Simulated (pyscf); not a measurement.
Thermochemistry of product channels of O=Si(Cl)–Cl + H atom (H•) on the doublet surface, in kJ/mol, from CCSD(T)/def2-TZVPP + ΔMP2(QZVPP) energies (ideal gas, 1 atm, RRHO with modes under 100 cm⁻¹ raised to 100, one conformer, R ln 2 for rigid chiral ones). Optimised with ωB97X-D3(BJ)/def2-SVP in PySCF. MP2 and CC: frozen core, UHF for open shells. ΔMP2 is the change of the MP2 total energy from the triple- to the quadruple-zeta basis.

| products | ΔE | ΔH(298 K) | ΔG(298 K) | ΔG(600 K) |
|---|---|---|---|---|
| •O–SiH(Cl)–Cl | -134.9 | -120.2 | -91.8 | -62.0 |
| [O=Si–Cl]• + hydrogen chloride (HCl) | -18.9 | -8.7 | -23.4 | -36.9 |

These are energies of the channels, which say nothing of barriers. •O–SiH(Cl)–Cl lies 115.4 kJ/mol over its isomer HO–Si•(Cl)–Cl, and others may lie lower still (electronic energy, ωB97M-D3(BJ)). The CCSD(T) − MP2 part came from Ansatz, without density fitting, on the same reference.
